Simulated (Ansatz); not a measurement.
A made-up structure of CH3BF, doublet:

B1  (-0.519, -0.024, -0.716)
C2  (0.469, -0.065, 0.652)
F3  (0.980, 1.177, 1.282)
H4  (-0.935, -1.191, -1.220)
H5  (-0.861, 1.148, -1.260)
H6  (0.867, -1.045, 1.261)
(Å)

It is relaxed with PBE-D4/def2-SVP and then PBE0-D4/def2-TZVP (Ansatz 0.2.0). Atoms count as bonded within 1.22 times the sum of their covalent radii (H–H: 0.88 Å). The end point is not checked to be a true minimum.

Does its bonding change? (A judgement: the text doesn't fix the answer.)

The calculation gives: No: no bond forms or breaks.

Where it ends: The first stage lowers the energy by 1.16 eV in 6 steps. It ends as CH₃BF ([BH2][CH][F]):
```
6
angstrom
B -0.4637 -0.0217 -0.6395
C 0.4189 -0.0585 0.5825
F 0.8747 1.0514 1.1440
H -0.8353 -1.0632 -1.0889
H -0.7682 1.0247 -1.1245
H 0.7736 -0.9327 1.1263
```

Labels in which every atom is bracketed show which atoms are joined, not bond orders.

For scale, one of the runs: PBE0-D4/def2-TZVP relaxation, 111 basis functions, launched by `ansatz run in.yaml --threads 2 --pin off --events-out ev --progress --plain --max-ram 4352MiB`. The run took about 12 s on 2 CPU threads of an Arm Neoverse V2 (shared host).
